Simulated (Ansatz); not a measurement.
Reaction (SMILES): C=C=O → [CH]=C=O + H atom
B3LYP-D3(BJ)/def2-TZVP geometries, fixed; electronic energies without zero-point terms.

Basis-set convergence of the bond dissociation energy at PBE0 with Ansatz (an electronic-structure program). Cartesian d functions, on some or all atoms, in 6-31G*, 6-31+G*; all else is spherical. The program fits the integrals of some runs and decomposes those of others, by size. Open shells are unrestricted. No added dispersion term, no relativity. Functions are those of the species that has most. Reference: the value in aug-pcseg-3, 109.53 kcal/mol, itself unsure by roughly 0.02 kcal/mol (its mean distance from aug-cc-pVQZ, cc-pV5Z, def2-QZVPPD). Deviations are taken from unrounded values.

| basis | functions | bond dissociation energy (kcal/mol) |
|---|---|---|
| 6-31G* | 49 | 109.58 |
| 6-31+G* | 61 | 109.65 |
| cc-pVDZ | 52 | 108.48 |
| aug-cc-pVDZ | 87 | 108.66 |
| def2-SVP | 52 | 109.81 |
| def2-SVPD | 79 | 109.81 |
| pcseg-1 | 52 | 109.74 |
| aug-pcseg-1 | 87 | 109.26 |
| 6-311G** | 66 | 109.62 |
| 6-311+G** | 78 | 109.66 |
| def2-TZVP | 105 | 109.36 |
| def2-TZVPD | 132 | 109.30 |
| cc-pVTZ | 118 | 109.47 |
| aug-cc-pVTZ | 184 | 109.43 |
| pcseg-2 | 118 | 109.70 |
| aug-pcseg-2 | 184 | 109.58 |
| def2-TZVPP | 121 | 109.59 |
| def2-TZVPPD | 148 | 109.51 |
| cc-pVQZ | 225 | 109.53 |
| aug-cc-pVQZ | 332 | 109.52 |
| def2-QZVPP | 231 | 109.51 |
| def2-QZVPPD | 258 | 109.48 |
| pcseg-3 | 246 | 109.55 |
| aug-pcseg-3 | 353 | 109.53 |

What the diffuse functions change, pair by pair:
- 6-31G* to 6-31+G*: 12 more functions, deviation 0.05 to 0.12 kcal/mol
- cc-pVDZ to aug-cc-pVDZ: 35 more functions, deviation -1.05 to -0.87 kcal/mol
- def2-SVP to def2-SVPD: 27 more functions, deviation 0.28 to 0.28 kcal/mol
- pcseg-1 to aug-pcseg-1: 35 more functions, deviation 0.21 to -0.28 kcal/mol
- 6-311G** to 6-311+G**: 12 more functions, deviation 0.08 to 0.12 kcal/mol
- def2-TZVP to def2-TZVPD: 27 more functions, deviation -0.17 to -0.24 kcal/mol
- cc-pVTZ to aug-cc-pVTZ: 66 more functions, deviation -0.07 to -0.10 kcal/mol
- pcseg-2 to aug-pcseg-2: 66 more functions, deviation 0.17 to 0.04 kcal/mol
- def2-TZVPP to def2-TZVPPD: 27 more functions, deviation 0.05 to -0.02 kcal/mol
- cc-pVQZ to aug-cc-pVQZ: 107 more functions, deviation 0.00 to -0.02 kcal/mol
- def2-QZVPP to def2-QZVPPD: 27 more functions, deviation -0.02 to -0.05 kcal/mol
- pcseg-3 to aug-pcseg-3: 107 more functions, deviation 0.02 to 0.00 kcal/mol

Leaving out the reference's own pair, they bring the value nearer the reference by more than 0.02 kcal/mol in 3 of 11 pairs.
